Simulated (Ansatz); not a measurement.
Basis sets over 5 cases of the bond dissociation energy at CCSD(T) with Ansatz (Al to Cl present), each against its own reference: (a) Hartree-Fock in aug-cc-pV5Z plus the correlation part extrapolated as X^-3 from aug-cc-pVQZ and aug-cc-pV5Z; (b) Hartree-Fock in aug-cc-pVQZ plus the correlation part extrapolated as X^-3 from aug-cc-pVTZ and aug-cc-pVQZ; (c) Hartree-Fock in cc-pVQZ plus the correlation part extrapolated as X^-3 from cc-pVTZ and cc-pVQZ. By their distance from other large sets or by the extrapolation step the references are unsure by up to roughly 0.56 kcal/mol. B3LYP-D3(BJ)/def2-TZVP geometries; electronic energies; frozen cores; unrestricted open shells; no added dispersion term; no relativity. Cartesian d functions in some cases of 6-31G*, 6-31+G*. (X+d) sets on Al to Cl for cc-pVXZ and aug-cc-pVXZ. 

Cases are drawn at random; left out are references unsure by over 0.67 kcal/mol, doubtful singlets, and cases whose largest runs show a restricted determinant unstable towards unrestricted orbitals, <S^2> over 0.1 too high or, where CCSD(T) ran, T1 over 0.025 (0.045 for open shells). Sets are drawn from those converged to one state in every case.

Cases (SMILES) and reference values:
- ClF (F-Cl) → F atom + Cl atom: 62.43 kcal/mol (b)
- C(Cl)Cl → Cl[CH]Cl + H atom: 103.49 kcal/mol (c)
- Cl (HCl) → Cl atom + H atom: 107.48 kcal/mol (a)
- ClO (OH-Cl) → [O]Cl (O-Cl) + H atom: 101.83 kcal/mol (b)
- ClO (OH-Cl) → [OH] (OH) + Cl atom: 58.74 kcal/mol (b)

```tsv
basis	functions over def2-SVP (largest species, mean of cases)	mean signed deviation (kcal/mol)	mean absolute	largest	within 2 kcal/mol
STO-3G	0.4	-9.52	16.14	30.75	1 of 5
3-21G	0.7	-19.80	19.80	34.87	1 of 5
6-31G	0.7	-22.80	22.80	39.15	0 of 5
pcseg-0	0.7	-21.98	21.98	36.60	0 of 5
def2-SV(P)	0.9	-15.25	15.25	20.74	0 of 5
6-31G*	1.0	-12.26	12.26	17.83	0 of 5
pcseg-1	1.0	-10.15	10.15	18.23	0 of 5
6-31+G*	1.2	-12.06	12.06	17.59	0 of 5
def2-SVPD	1.5	-6.65	6.65	12.92	2 of 5
aug-pcseg-1	1.6	-6.66	6.66	11.93	2 of 5
def2-TZVP	2.0	-5.05	5.05	6.09	0 of 5
pcseg-2	2.1	-2.81	2.81	4.60	2 of 5
jun-cc-pV(T+d)Z	2.7	-2.93	2.93	4.70	2 of 5
6-311++G(3df,3pd)	2.8	-2.58	2.58	4.56	3 of 5
def2-TZVPPD	2.9	-2.82	2.82	4.76	2 of 5
aug-cc-pVTZ	3.3	-2.12	2.12	3.36	2 of 5
cc-pVQZ	4.0	-1.45	1.45	2.62	4 of 5
def2-QZVP	4.2	-1.41	1.41	2.51	3 of 5
def2-QZVPP	4.2	-1.41	1.41	2.51	3 of 5
def2-QZVPPD	4.8	-1.32	1.32	2.23	4 of 5
```

Of the sets for which every case ran a larger relative (same family, alike in diffuse functions), none listed holds all cases within 2 kcal/mol together with them. A case lies within its reference's uncertainty of the window's edge in aug-pcseg-1, jun-cc-pV(T+d)Z, def2-TZVPPD, aug-cc-pVTZ, cc-pVQZ, def2-QZVP, def2-QZVPP, def2-QZVPPD. These figures hold for the cases listed.

Ansatz is a quantum-chemistry and plane-wave program.
